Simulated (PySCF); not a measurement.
O₃, SMILES [O-][O+]=O. Geometry optimised at PBE0-D3(BJ)/def2-TZVP. The molecule may have multireference character, which single-reference levels describe poorly.

TDDFT-B3LYP/def2-TZVPD in PySCF puts the lowest singlet excitations at 2.22, 2.49, 5.54, 9.29, 9.34, 9.38 eV and the lowest triplet (TDA) at 1.40 eV.

What are the lowest singlet roots from EOM-CCSD/aug-cc-pVDZ (PySCF)? (An estimate is asked for; the answer gives what the named calculation found.)

2.51, 2.63, 5.80, 9.66, 9.74, 9.77 eV; triplets 0.00, 1.75, 1.86 eV. S1 differs by 0.30 eV (second minus first; roots are paired by order, and the bases may differ).
